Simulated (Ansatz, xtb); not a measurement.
**Relaxing a trial structure of CH3AlMg**

The starting geometry of this gas-phase triplet was built from a drawn formula by distance geometry and a force field; its bonds are those of `[MgH][CH2][Al]`.

```yaml
atoms:
  - { symbol: C, position_ang: [-0.8370, -2.1503, -2.8271] }
  - { symbol: Al, position_ang: [0.7166, -3.1080, -3.6981] }
  - { symbol: Mg, position_ang: [-0.8807, -0.0832, -3.4035] }
  - { symbol: H, position_ang: [-0.8762, 1.6016, -3.9223] }
  - { symbol: H, position_ang: [-1.7758, -2.6583, -3.1106] }
  - { symbol: H, position_ang: [-0.7535, -2.2628, -1.6990] }
```

Predict what becomes of its bonds when it is optimised with r2SCAN-D4/def2-SVP.

A new bond forms, giving a structure given below by its coordinates. Contacts that close: Al2–Mg3 (3.43 → 2.97 Å).

The energy falls by 0.19 eV over 13 steps:

| step | E − E(last) (eV) |
| --- | --- |
| 1 | 0.187 |
| 2 | 0.120 |
| 4 | 0.111 |
| 5 | 0.105 |
| 6 | 0.098 |
| 8 | 0.063 |
| 9 | 0.012 |
| 10 | 0.003 |
| 12 | 0.000 |
| 13 | 0.000 |

Final geometry (Å):

```xyz
6

C    -1.0178   -2.1614   -2.8763
Al    0.6707   -2.8345   -3.6818
Mg   -0.6224   -0.1692   -3.5225
H    -0.8512    1.5010   -3.7956
H    -1.8333   -2.8957   -2.9902
H    -0.7526   -2.1013   -1.7941
```

From the same start GFN2-xTB ends elsewhere, differing in C1–Mg3 (4.59 against 2.13 Å here), Mg3–H4 (2.48 against 1.71 Å here).

No frequencies were run, so the end isn't proven a minimum. Open shells are spin-unrestricted. The triplet needn't be the ground state. Run with Ansatz 0.2.0, 90 s on 2 threads of Arm Neoverse V1 (shared host).
